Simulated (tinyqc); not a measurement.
Worked calculation: coupled-perturbed Hartree-Fock on RHF in the sto-3g basis, for BH3, spin multiplicity 1. One step of it, computed by the program tinyqc.

Task: Orthogonalisation. S = U s U^T; symmetric (Loewdin) form X = U s^(-1/2) U^T, so that X^T S X = 1.

overlap S, order 1B 1s, 1B 2s, 1B 2px, 1B 2py, 1B 2pz, 2H 1s, 3H 1s, 4H 1s:
```
[[1.000000, 0.269328, 0.000000, 0.000000, 0.000000, 0.063808, 0.063828, 0.063828],
 [0.269328, 1.000000, 0.000000, 0.000000, 0.000000, 0.466572, 0.466642, 0.466642],
 [0.000000, 0.000000, 1.000000, 0.000000, 0.000000, 0.481960, -0.241031, -0.241031],
 [0.000000, 0.000000, 0.000000, 1.000000, 0.000000, 0.000000, 0.417415, -0.417415],
 [0.000000, 0.000000, 0.000000, 0.000000, 1.000000, -0.005586, -0.005587, -0.005587],
 [0.063808, 0.466572, 0.481960, 0.000000, -0.005586, 1.000000, 0.102273, 0.102273],
 [0.063828, 0.466642, -0.241031, 0.417415, -0.005587, 0.102273, 1.000000, 0.102314],
 [0.063828, 0.466642, -0.241031, -0.417415, -0.005587, 0.102273, 0.102314, 1.000000]]
```

Give: eigenvalues of S; X.

Result:

eigenvalues of S: [0.264, 0.356, 0.356, 0.954, 1.000, 1.541, 1.541, 1.987]

X, order 1B 1s, 1B 2s, 1B 2px, 1B 2py, 1B 2pz, 2H 1s, 3H 1s, 4H 1s:
```
[[1.034, -0.180, 0.000, 0.000, 0.000, 0.028, 0.028, 0.028],
 [-0.180, 1.418, 0.000, 0.000, -0.005, -0.338, -0.338, -0.338],
 [0.000, 0.000, 1.203, 0.000, 0.000, -0.354, 0.177, 0.177],
 [0.000, 0.000, 0.000, 1.203, 0.000, 0.000, -0.306, 0.306],
 [0.000, -0.005, 0.000, 0.000, 1.000, 0.004, 0.004, 0.004],
 [0.028, -0.338, -0.354, 0.000, 0.004, 1.262, -0.016, -0.016],
 [0.028, -0.338, 0.177, -0.306, 0.004, -0.016, 1.262, -0.016],
 [0.028, -0.338, 0.177, 0.306, 0.004, -0.016, -0.016, 1.262]]
```
